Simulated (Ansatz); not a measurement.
Pair of molecules: C2H4 (SMILES C=C) (first 6 atoms) with C2H2 (SMILES C#C); geometry from S22 set.
(charge 0, multiplicity 1):
```xyz
10

C      0.00000    -0.66758    -2.12466
C      0.00000     0.66758    -2.12466
H      0.92362    -1.23225    -2.12618
H     -0.92362    -1.23225    -2.12618
H     -0.92362     1.23225    -2.12618
H      0.92362     1.23225    -2.12618
C      0.00000     0.00000     2.90050
C      0.00000     0.00000     1.69324
H      0.00000     0.00000     0.62735
H      0.00000     0.00000     3.96393
```

Basis-set superposition error: the interaction energy with monomers in their own basis, and in the dimer's basis (counterpoise).

Codes used: Ansatz (a program for electronic structure) with Gaussian orbitals. Values without a source in brackets are computed.

```tsv
level	uncorrected (kcal/mol)	counterpoise (kcal/mol)	difference
HF/aug-cc-pVDZ	-0.78	-0.42	0.37
PBE/def2-TZVPPD	-1.25	-1.16	0.10
BLYP/def2-TZVPPD	-0.41	-0.30	0.11
r2SCAN/def2-TZVPPD	-1.27	-1.20	0.06
B97M-V/def2-TZVPPD	-1.62	-1.51	0.10
B2PLYP/def2-TZVPPD	-1.16	-0.99	0.17
MP2/aug-cc-pVDZ	-2.53	-1.39	1.14
MP2/aug-cc-pVTZ	-1.99	-1.58	0.41
SCS-MP2/aug-cc-pVQZ	-1.46	-1.29	0.17
CCSD/aug-cc-pVTZ	-1.61	-1.24	0.36
```

The error is largest for MP2/aug-cc-pVDZ (1.14 kcal/mol) and smallest for r2SCAN/def2-TZVPPD (0.06 kcal/mol).
